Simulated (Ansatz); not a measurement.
Multireference treatment of BH₄N, singlet

Calculated in Ansatz's Gaussian-basis code. Basis cc-pVDZ, nonrelativistic, 2 orbitals frozen in the corrections. State-specific CASSCF; RHF is the lowest restricted (open-shell) Hartree–Fock solution met. Letters tell apart solutions met in one space. Solutions may break the symmetry of the shape. Lower solutions, or ones in other orbitals, may exist.

Geometry:

```xyz
6

B     0.0000    0.0000   -0.7800
N     0.0000    0.0000    0.6125
H    -0.2990   -1.0018   -1.3584
H     0.2990    1.0018   -1.3584
H     0.4023   -0.7446    1.1647
H    -0.4023    0.7446    1.1647
```

CASSCF less RHF, in eV, and natural occupations:

```
    CAS  CASSCF  occupations
(2,2) a  -0.470   1.98, 0.02
(2,2) b  -0.391   1.98, 0.02
```

Q: What totals less RHF do the corrections give on each solution?

A: 

```
    CAS  SC-NEVPT2
(2,2) a     -7.145
(2,2) b     -7.117
```

Q: In CAS(2,2), is the solution lowest in CASSCF also lowest after SC-NEVPT2?

A: Yes: (2,2) a stays lowest, 0.03 eV under the next.

Q: How do single-reference totals in the same basis and frozen core stand against SC-NEVPT2 in CAS(2,2) a?

A: CCSD(T) -0.990 eV. Coupled cluster stands on the determinant that it favours, which can lie over the RHF solution above, and is in doubt where the occupations are far from 0, 1 and 2.
